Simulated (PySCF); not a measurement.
**Spin states of MgC⁺**

Unrestricted PBE0; basis Mg x2c-SVPall, C x2c-SVPall; spin-free X2C with a Gaussian nucleus; PySCF 2.14. Outer shells of the fragments: Mg+ 3s1; C 2s2 2p2.

Followed along the bond (rough minima from three points):

| 2Ms+1 | unpaired | ⟨S²⟩ at the start | R at minimum (Å) | Te (eV) |
| --- | --- | --- | --- | --- |
| 4 | σ ↑, π ↑↑ | 3.76 | 2.02 | 0.00 |
| 2 | π ↑ | 0.99 | 2.33 | 0.38 |
| 2 | σ ↑, π ↑↓ | 1.76 | 2.04 | 0.87 |
| 2 | σ ↓, π ↑↑ | 1.76 | 2.08 | 0.87 |
| 4 | σ ↑↑, π ↑ | 3.75 | none in the scan | ≤ 1.20 |

Solutions found at the starting distance of 2.165 Å, counted from the lowest of them; the search is not exhaustive and high or unbound solutions are not listed, so other states can lie among these:

```tsv
2Ms+1	unpaired	term	E (eV)	⟨S²⟩	⟨Lz²⟩	μ (D)
4	σ ↑, π ↑↑	⁴Σ⁻	0.00	3.76	0.00	-6.47
2	π ↑	²Π	0.33	0.99	1.00	-4.18
2	σ ↓, π ↑↑	mixed	0.78	1.76	0.00	-5.80
2	σ ↑, π ↑↓	mixed	0.83	1.76	2.01	-6.24
4	σ ↑↑, π ↑	⁴Π	1.48	3.75	1.00	0.49
2	σ ↑	mixed	2.12	0.76	2.00	-6.36
4	σ ↑, π ↑↑	mixed	4.64	3.75	2.00	-0.76
```

A term symbol is given only where ⟨S²⟩ and ⟨Lz²⟩ are close to those of a pure state; real π, δ and φ orbitals otherwise mix terms. A positive dipole points towards C; it is taken about the centre of mass and depends on that origin.

Problem. Compare the gap between the two lowest followed solutions at the starting distance with the gap between their minima.

Solution. At PBE0 the second solution (doublet, unpaired electrons π ↑) lies +0.33 eV from the first (quartet, unpaired electrons σ ↑, π ↑↑) at 2.165 Å and +0.38 eV at the minima; the two curves relax by different amounts, since their minima lie near 2.33 and 2.02 Å.

Counting both spins, an empty level lies below a filled one in some of these solutions, because spin and occupation are held.
